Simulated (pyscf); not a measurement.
Thermochemistry of product channels of `[CH3][SnH3]` + `[H]` [doublet] on the doublet surface, in kcal/mol, from ωB97M-D3(BJ)/def2-TZVP energies (ideal gas, 1 atm, RRHO with modes under 100 cm⁻¹ raised to 100, one conformer, R ln 2 for chiral ones without a mode under 150 cm⁻¹). PySCF, gas phase, ωB97X-D3(BJ)/def2-SVP geometries.

```tsv
products	ΔE	ΔH(298 K)	ΔG(298 K)	ΔG(1200 K)
`[CH3][SnH2]` [doublet] + `[H][H]`	-28.7	-27.2	-29.1	-34.3
`[CH2][SnH3]` [doublet] + `[H][H]`	+1.8	+0.1	-2.2	-9.9
`[CH3]` [doublet] + `[SnH2]` [singlet] + `[H][H]`	+15.3	+12.8	+1.6	-31.3
```

These are energies of the channels, which say nothing of barriers. Elements past Kr carry the def2 core potentials, without spin-orbit coupling.
